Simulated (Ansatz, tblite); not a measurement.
**The cluster AgPd3: rung by rung**

How do method and basis change the picture of the cluster AgPd3 (doublet)?

Computed with Ansatz 0.2.0, Gaussian basis. Level: as each input shows.

Levels to be run: GFN1-xTB, GFN2-xTB, PBE-D4/def2-TZVP, r2SCAN-D4/def2-TZVP, CAM-B3LYP-D4/def2-TZVP, LC-ωPBE/def2-TZVP, BHLYP-D4/def2-TZVP, revPBE-D4/def2-TZVP, B3LYP-D4/def2-TZVP, PBE+5HF/def2-TZVP, PBE+10HF/def2-TZVP, PBE+15HF/def2-TZVP, PBE+35HF/def2-TZVP, PBE+50HF/def2-TZVP, PBE-D4/def2-SVP, PBE0-D4/def2-SVP, PBE0-D4/def2-TZVPD, PBE-D4/def2-TZVPD, r2SCAN-D4/def2-TZVPD, MP2/def2-TZVP, RPA/def2-TZVP.

5 further runs of the same task are left out: 1 that didn't finish, 4 set aside as unsound or not needed. Runs told in other sessions of the task aren't counted.

## Step 1: The structure

The geometry is that of the doublet, from an earlier relaxation (PBE0-D4/def2-SVP). At that level it is the lowest of the isomers that a small search found.

4 atoms, charge 0, spin multiplicity 2.

Bond lengths: Pd1–Pd2 2.592 Å, Pd1–Pd3 2.592 Å, Pd1–Ag4 2.708 Å, Pd2–Pd3 2.592 Å, Pd2–Ag4 2.708 Å, Pd3–Ag4 2.708 Å. Angles: Pd2–Pd1–Pd3 60.0°, Pd2–Pd1–Ag4 61.4°, Pd3–Pd1–Ag4 61.4°, Pd1–Pd2–Pd3 60.0°, Pd1–Pd2–Ag4 61.4°, Pd3–Pd2–Ag4 61.4°, Pd1–Pd3–Pd2 60.0°, Pd1–Pd3–Ag4 61.4°, Pd2–Pd3–Ag4 61.4°, Pd1–Ag4–Pd2 57.2°, Pd1–Ag4–Pd3 57.2°, Pd2–Ag4–Pd3 57.2°.

Ag, Pd take a core potential in the def2 sets. No spin-orbit coupling is included.

PBE0-D4/def2-TZVP was run before; its log isn't repeated, and its numbers join the tables.

## Step 2: GFN1-xTB

Tight binding, by tblite at 300 K electronic temperature and without a spin-polarisation term:

```python
tblite.interface.Calculator('GFN1-xTB', numbers, positions, charge=0, uhf=1).singlepoint()
```

Energy -466.6132 eV; 0.005 s.

## Step 3: GFN2-xTB

Tight binding, by tblite at 300 K electronic temperature and without a spin-polarisation term:

```python
tblite.interface.Calculator('GFN2-xTB', numbers, positions, charge=0, uhf=1).singlepoint()
```

Energy -474.2598 eV; 0.008 s.

## Step 4: PBE-D4/def2-TZVP

start.molden holds the orbitals of an earlier run on this state, given as this run's starting guess.

Contents of in.yaml:

```yaml
crystal:
  periodic: [false, false, false]
  atoms:
    - {symbol: Pd, position_ang: [-1.545276, 0.313418, -0.268594]}
    - {symbol: Pd, position_ang: [0.873939, 0.904808, -0.987869]}
    - {symbol: Pd, position_ang: [0.343506, 0.423758, 1.503559]}
    - {symbol: Ag, position_ang: [0.327832, -1.641974, -0.247096]}
basis:
  gaussian: {orbitals: def2-TZVP, initial_orbitals: start.molden}
magnetization: {spin_polarized: true, initial_magnetization: 1}
hamiltonian: {xc: pbe, dispersion: d4}
scf: {omitted_lower_state_checks: [starts]}
output: {orbitals: {seedname: orbitals}}
```

Launch:

```
> ansatz run in.yaml --threads 4 --pin off --events-out ev --progress --plain --max-ram 3916MiB
```

Further steps of the session: r2SCAN-D4/def2-TZVP; CAM-B3LYP-D4/def2-TZVP; LC-ωPBE/def2-TZVP; BHLYP-D4/def2-TZVP; revPBE-D4/def2-TZVP; B3LYP-D4/def2-TZVP; PBE+5HF/def2-TZVP; PBE+10HF/def2-TZVP; PBE+15HF/def2-TZVP; PBE+35HF/def2-TZVP; PBE+50HF/def2-TZVP; PBE-D4/def2-SVP; PBE0-D4/def2-SVP; PBE0-D4/def2-TZVPD; PBE-D4/def2-TZVPD; r2SCAN-D4/def2-TZVPD; MP2/def2-TZVP; RPA/def2-TZVP.

Q: Predict the results of all the runs planned. Wanted: gap in def2-TZVP, named functionals, smallest and largest; gap over the share of exact exchange; correlation energy, MP2/def2-TZVP; binding an atom, functionals in def2-TZVP; ⟨S²⟩ in def2-TZVP, named functionals, smallest and largest; PBE0 total energy, smallest basis above largest.

As calculated:

```
                                                  quantity                                   value
 gap in def2-TZVP, named functionals, smallest and largest     0.58 eV (PBE-D4), 7.27 eV (LC-ωPBE)
                      gap over the share of exact exchange            0.58 eV at 0, 4.93 eV at 0.5
                         correlation energy, MP2/def2-TZVP                               -53.51 eV
                 binding an atom, functionals in def2-TZVP  1.04 (BHLYP-D4) to 1.85 eV (r2SCAN-D4)
⟨S²⟩ in def2-TZVP, named functionals, smallest and largest                            0.760, 0.816
           PBE0 total energy, smallest basis above largest           3.69 eV (def2-SVP, def2-TZVP)
```

In words: Orbital gaps of the named functionals in def2-TZVP span 0.58 eV (PBE-D4) to 7.27 eV (LC-ωPBE); exact exchange widens it. Raising the share of exact exchange from 0 to 0.5 moves the HOMO by -1.97 eV and the LUMO by +2.38 eV. Over the named functionals in def2-TZVP spin contamination reaches 0.07 (BHLYP-D4), which is small.
